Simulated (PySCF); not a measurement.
**AlHO2 (SMILES [O]=[Al][OH]) at 4 levels**

Wanted: a comparison of 4 runs (B2PLYP/STO-3G, B3LYP/STO-3G, r2SCAN/STO-3G, NEVPT2(2,2)/STO-3G) of AlHO2. Input form: a Python script.

Program for the calculation: PySCF 2.14.0.

## (1) The structure to begin with

AlHO2: 4 atoms, total charge 0, spin state singlet. As SMILES, `[O]=[Al][OH]`. The shape comes from GFN2-xTB, which is rough for such elements, and wasn't checked as a minimum.

Bond lengths: O1–Al2 1.572 Å, Al2–O3 1.628 Å, O3–H4 0.949 Å. Angles: O1–Al2–O3 180.0°, Al2–O3–H4 179.6°.

## (2) The energy at B2PLYP/STO-3G (run 1)

input.py reads:

```python
# [O]=[Al][OH]
from pyscf import gto, dft, mp

system = gto.Mole()
system.atom = [
    ('O', (-1.605830, -1.403740, -0.651200)),
    ('Al', (-0.474020, -0.415070, -0.191330)),
    ('O', (0.698750, 0.609040, 0.285100)),
    ('H', (1.381100, 1.209770, 0.557430)),
]
system.verbose = 3
system.max_memory = 1860
system.spin = 0
system.basis = 'sto-3g'
system.build()

ks = dft.RKS(system)
ks.xc = '0.53*HF + 0.47*B88, 0.73*LYP'
ks.conv_tol = 1e-10
ks.grids.level = 5
ks.kernel()
if not ks.converged:
    ks = ks.newton().run(ks.mo_coeff, ks.mo_occ)

pt = mp.MP2(ks, frozen=7).run()
e_tot = ks.e_tot + 0.27 * pt.e_corr
print('PT2 part  %.8f' % (0.27 * pt.e_corr))
print(f'total energy: {e_tot:.8f} hartree')
```

Run with:

```
$ OMP_NUM_THREADS=1 python input.py
```

Output:

```text
converged SCF energy = -388.004885486752
E(RMP2) = -388.218348673845  E_corr = -0.213463187093967
E(SCS-RMP2) = -388.213247351416  E_corr = -0.208361864664446
PT2 part  -0.05763506
total energy: -388.06252055 hartree
```

It took 2.5 s on 1 thread of Intel Xeon Platinum 8488C (Sapphire Rapids), shared host; peak memory 0.2 GiB.

## (3) A single-point energy at B3LYP/STO-3G (run 2)

run.py reads:

```python
from pyscf import gto, dft

mol = gto.M(
    atom='''
O       -1.605830      -1.403740      -0.651200
Al      -0.474020      -0.415070      -0.191330
O        0.698750       0.609040       0.285100
H        1.381100       1.209770       0.557430
''',
    verbose=4,
    max_memory=1860,
    charge=0,
    basis='sto-3g',
)

ks = dft.RKS(mol)
ks.xc = 'b3lyp'
ks.conv_tol = 1e-10
ks.grids.level = 5
ks.kernel()
if not ks.converged:
    ks = ks.newton().run(ks.mo_coeff, ks.mo_occ)

e_tot = ks.e_tot
print(f'total energy: {e_tot:.8f} hartree')
```

Run with:

```
$ OMP_NUM_THREADS=1 python run.py
```

Output:

```text
PySCF version 2.14.0

[INPUT] num. atoms = 4
[INPUT] num. electrons = 30
[INPUT] charge = 0
[INPUT] spin (= nelec alpha-beta = 2S) = 0
[INPUT] symmetry False subgroup None
[INPUT] Mole.unit = angstrom
[INPUT] Symbol           X                Y                Z      unit          X                Y                Z       unit  Magmom
[INPUT]  1 O     -1.605830000000  -1.403740000000  -0.651200000000 AA   -3.034578902610  -2.652684150097  -1.230589652317 Bohr   0.0
[INPUT]  2 Al    -0.474020000000  -0.415070000000  -0.191330000000 AA   -0.895767977566  -0.784368622523  -0.361561299413 Bohr   0.0
[INPUT]  3 O      0.698750000000   0.609040000000   0.285100000000 AA    1.320446129540   1.150918798905   0.538760918113 Bohr   0.0
[INPUT]  4 H      1.381100000000   1.209770000000   0.557430000000 AA    2.609900750637   2.286133973715   1.053390033616 Bohr   0.0

nuclear repulsion = 87.5523509861287
number of shells = 12
number of NR pGTOs = 60
number of NR cGTOs = 20
basis = sto-3g
ecp = {}

******** <class 'pyscf.dft.rks.RKS'> ********
method = RKS
initial guess = minao
damping factor = 0
level_shift factor = 0
DIIS = <class 'pyscf.scf.diis.CDIIS'>
diis_start_cycle = 1
diis_space = 8
diis_damp = 0
SCF conv_tol = 1e-10
SCF conv_tol_grad = None
SCF max_cycles = 50
direct_scf = True
direct_scf_tol = 1e-13
XC library pyscf.dft.libxc version 7.0.0
    S. Lehtola, C. Steigemann, M. J.T. Oliveira, and M. A.L. Marques.,  SoftwareX 7, 1–5 (2018)
XC functionals = b3lyp
    P. J. Stephens, F. J. Devlin, C. F. Chabalowski, and M. J. Frisch.,  J. Phys. Chem. 98, 11623 (1994)
radial grids:
    Treutler-Ahlrichs [JCP 102, 346 (1995); DOI:10.1063/1.469408] (M4) radial grids

becke partition: Becke, JCP 88, 2547 (1988); DOI:10.1063/1.454033
pruning grids: <function nwchem_prune>
grids dens level: 5
symmetrized grids: False
atomic radii adjust function: <function treutler_atomic_radii_adjust>
small_rho_cutoff = 0
Set gradient conv threshold to 1e-05
Initial guess from minao.
tot grids = 152544
init E= -388.472428114362
  HOMO = -0.421483213620204  LUMO = -0.0816026217582454  gap/eV = 9.24862
cycle= 1 E= -387.922814590285  delta_E= 0.55  |g|= 0.971  |ddm|= 2.93
  HOMO = 0.116842494008151  LUMO = 0.318747601338108  gap/eV = 5.49412
cycle= 2 E= -382.75977071579  delta_E= 5.16  |g|= 3.55  |ddm|= 5.58
  HOMO = 0.0515613170510403  LUMO = 0.1784605246236  gap/eV = 3.45310
cycle= 3 E= -388.052365202488  delta_E= -5.29  |g|=  1.1  |ddm|= 4.87
  HOMO = -0.0157684870303943  LUMO = 0.166918307562423  gap/eV = 4.97116
cycle= 4 E= -388.359910799773  delta_E= -0.308  |g|= 0.222  |ddm|= 1.37
  HOMO = -0.0495547523664304  LUMO = 0.153025261935286  gap/eV = 5.51248
cycle= 5 E= -388.369969840003  delta_E= -0.0101  |g|= 0.137  |ddm|= 0.149
  HOMO = -0.0541193085061625  LUMO = 0.153632353506395  gap/eV = 5.65321
cycle= 6 E= -388.374560720143  delta_E= -0.00459  |g|= 0.0647  |ddm|= 0.0913
  HOMO = -0.0633370278244677  LUMO = 0.150346561478561  gap/eV = 5.81463
cycle= 7 E= -388.375956946924  delta_E= -0.0014  |g|= 0.00434  |ddm|= 0.0925
  HOMO = -0.0627858288838312  LUMO = 0.150514644021014  gap/eV = 5.80420
cycle= 8 E= -388.375963530891  delta_E= -6.58e-06  |g|= 0.000124  |ddm|= 0.00574
  HOMO = -0.0627908050393649  LUMO = 0.150514805822386  gap/eV = 5.80434
cycle= 9 E= -388.375963539451  delta_E= -8.56e-09  |g|= 6.15e-05  |ddm|= 0.000386
  HOMO = -0.0627996920571366  LUMO = 0.150512190578661  gap/eV = 5.80451
cycle= 10 E= -388.37596354078  delta_E= -1.33e-09  |g|= 9.2e-06  |ddm|= 0.000122
  HOMO = -0.0627987544740415  LUMO = 0.150512305035586  gap/eV = 5.80449
cycle= 11 E= -388.375963540808  delta_E= -2.84e-11  |g|= 3.77e-07  |ddm|= 1.26e-05
  HOMO = -0.0627988895715694  LUMO = 0.150512287850891  gap/eV = 5.80449
Extra cycle  E= -388.375963540809  delta_E= -1.14e-13  |g|= 1.13e-06  |ddm|= 2.05e-06
converged SCF energy = -388.375963540809
total energy: -388.37596354 hartree
```

Wall time 2.8 s (1 thread of Intel Xeon Platinum 8488C (Sapphire Rapids), shared host); peak memory 0.21 GiB.

## (4) The energy at r2SCAN/STO-3G (run 3)

calc.py reads:

```python
from pyscf import gto, dft

mol = gto.M(
    atom='''
O   -1.605830  -1.403740  -0.651200
Al  -0.474020  -0.415070  -0.191330
O    0.698750   0.609040   0.285100
H    1.381100   1.209770   0.557430
''',
    spin=0,
    max_memory=1860,
    charge=0,
    basis='sto-3g',
    verbose=3,
)

ks = dft.RKS(mol)
ks.xc = 'r2scan'
ks.grids.level = 5
ks.conv_tol = 1e-10
ks.kernel()
if not ks.converged:
    ks = ks.newton().run(ks.mo_coeff, ks.mo_occ)

e_tot = ks.e_tot
print('E = %.10f Eh' % e_tot)
```

Run with:

```
$ OMP_NUM_THREADS=1 python calc.py
```

Output:

```text
converged SCF energy = -388.30838791517
E = -388.3083879152 Eh
```

It took 3.6 s on 1 thread of Intel Xeon Platinum 8488C (Sapphire Rapids), shared host; peak memory 0.21 GiB.

## (5) A single-point energy at NEVPT2(2,2)/STO-3G (run 4)

input.py reads:

```python
import numpy
from pyscf import gto, scf, mp, mcscf, mrpt

mol = gto.M(
    atom='''
O   -1.605830  -1.403740  -0.651200
Al  -0.474020  -0.415070  -0.191330
O    0.698750   0.609040   0.285100
H    1.381100   1.209770   0.557430
''',
    verbose=3,
    max_memory=1860,
    charge=0,
    basis='sto-3g',
)

myscf = mol.RHF()
myscf.conv_tol = 1e-10
myscf.kernel()
if not myscf.converged:
    myscf = myscf.newton().run(myscf.mo_coeff, myscf.mo_occ)

pt = mp.MP2(scf.addons.convert_to_uhf(myscf)).run()
noons, natorbs = mcscf.addons.make_natural_orbitals(pt)
print('natural occupations', numpy.round(noons[:40], 4))
cas = mcscf.CASSCF(myscf, 2, 2)
cas.fix_spin_(ss=0.0)
cas.natorb = True
cas.kernel(natorbs)
e_pt2 = mrpt.NEVPT(cas).kernel()
etot = cas.e_tot + e_pt2
print('Final energy', etot)
```

Run with:

```
$ OMP_NUM_THREADS=1 python input.py
```

Output:

```text
converged SCF energy = -387.186128439859
E(UMP2) = -387.32547202271  E_corr = -0.139343582851514
E(SCS-UMP2) = -387.323178033772  E_corr = -0.137049593912936
natural occupations [2.     2.     2.     1.9999 1.9995 1.9995 1.9995 1.9971 1.9947 1.993
 1.993  1.9853 1.963  1.963  1.9425 0.0608 0.0443 0.0443 0.0125 0.0079]
CASSCF energy = -387.213603109385
CASCI E = -387.213603109385  E(CI) = -1.11758759494802  S^2 = 0.0000000
Sr    (-1)',   E = -0.00000000000628
Si    (+1)',   E = -0.00000000007013
Sijrs (0)  ,   E = -0.06032703348096
Sijr  (+1) ,   E = -0.00732460889408
Srsi  (-1) ,   E = -0.00291400529678
Srs   (-2) ,   E = -0.00076847833429
Sij   (+2) ,   E = -0.00156919107507
Sir   (0)' ,   E = -0.03563136888610
Nevpt2 Energy = -0.108534686043681
Final energy -387.32213779542906
```

Wall time 0.7 s (1 thread of Intel Xeon Platinum 8488C (Sapphire Rapids), shared host); peak memory 0.12 GiB.

## (6) All runs side by side

```
run               level  frozen core orbitals  integration grid  energy (Eh)  dipole moment (D) of the reference  HOMO energy (eV)  LUMO energy (eV)  wall time
  1       B2PLYP/STO-3G                     7                 5  -388.062521                                3.36             -3.41              6.11      2.5 s
  2        B3LYP/STO-3G                     –                 5  -388.375964                                3.22             -1.71              4.10      2.8 s
  3       r2SCAN/STO-3G                     –                 5  -388.308388                                3.26             -0.71              3.47      3.6 s
  4  NEVPT2(2,2)/STO-3G                     –                 –  -387.322138                                3.56             -6.01              9.17      0.7 s
```

## (7) Summary of results

| quantity | value |
| --- | --- |
| run 4: total energy | -387.32214 Eh |
| run 4: dipole moment (Hartree–Fock density) | 3.56 D |
| run 4: HOMO energy (Hartree–Fock orbitals) | -6.01 eV |
| run 4: LUMO energy (Hartree–Fock orbitals) | 9.17 eV |
| run 4: HOMO–LUMO gap (Hartree–Fock orbitals) | 15.19 eV |

What this shows: Over runs 1, 2, 3 the dipole moment (its size) runs from 3.22 D (B3LYP/STO-3G) to 3.36 D (B2PLYP/STO-3G). A double hybrid's value is that of its SCF part. Over runs 1, 2, 3 the HOMO–LUMO gap runs from 4.18 eV (r2SCAN/STO-3G) to 9.52 eV (B2PLYP/STO-3G). Totals of different functionals can't be ranked against each other. In runs 1, 2, 3, 4 the basis is minimal, so the values are rough. All runs together took 9.5 s, the longest 3.6 s.
